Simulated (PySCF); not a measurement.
The electron affinity along the second row

Calculated with PySCF 2.14 from differences of total energies of unrestricted determinants, without spin-orbit coupling. Values in eV. The last column holds reference values (measured affinities from photodetachment; the arrow runs from anion to atom). Unmarked ones compare directly (S terms, centres of terms, or small fine structure); those marked * lie between the lowest fine-structure levels and include a spin-orbit shift.

```
                                                                             element               configurations  SCS-MP2 (valence)  CCSD (valence)  CCSD(T) (valence)    LDA  MP2 (valence and next inner shell)  CCSD(T) (valence and next inner shell)  reference
     Li (x2c-QZVPPall with one added diffuse shell each of s, p type, spin-free X2C)          [He] 2s2 → [He] 2s1              0.428           0.615              0.615  0.584                               0.338                                   0.614      0.618
B (x2c-QZVPPall with one added diffuse shell each of s, p, d, f type, spin-free X2C)  [He] 2s2 2p2 → [He] 2s2 2p1              0.067           0.169              0.234  0.732                               0.219                                   0.241      0.280
C (x2c-QZVPPall with one added diffuse shell each of s, p, d, f type, spin-free X2C)  [He] 2s2 2p3 → [He] 2s2 2p2              0.981           1.153              1.228  1.806                               1.283                                   1.236      1.262
O (x2c-QZVPPall with one added diffuse shell each of s, p, d, f type, spin-free X2C)  [He] 2s2 2p5 → [He] 2s2 2p4              1.435           1.214              1.371  2.056                               1.465                                   1.376      1.461
F (x2c-QZVPPall with one added diffuse shell each of s, p, d, f type, spin-free X2C)          [Ne] → [He] 2s2 2p5              3.493           3.169              3.341  4.116                               3.681                                   3.347      3.401
```

| method | elements | mean error (eV) | mean absolute error (eV) | largest error (eV) |
| --- | --- | --- | --- | --- |
| SCS-MP2 (valence) | 5 | -0.124 | 0.160 | -0.281 |
| CCSD (valence) | 5 | -0.141 | 0.141 | -0.248 |
| CCSD(T) (valence) | 5 | -0.047 | 0.047 | -0.090 |
| LDA | 5 | 0.455 | 0.468 | 0.715 |
| MP2 (valence and next inner shell) | 5 | -0.007 | 0.129 | 0.280 |
| CCSD(T) (valence and next inner shell) | 5 | -0.042 | 0.042 | -0.085 |

The highest occupied level of the anion is positive for Li⁻ at LDA; B⁻ at LDA; C⁻ at LDA; O⁻ at LDA; F⁻ at LDA, so there the basis helps to hold the electron.

Errors include the incompleteness of the basis and the frozen core.

"Valence" correlates the outer s and p shells and, in groups 3 to 12 and the f block, the outer d or f shell, open or full, or the next shell where the ion has no valence electron left; the wider scheme adds the next inner shell.
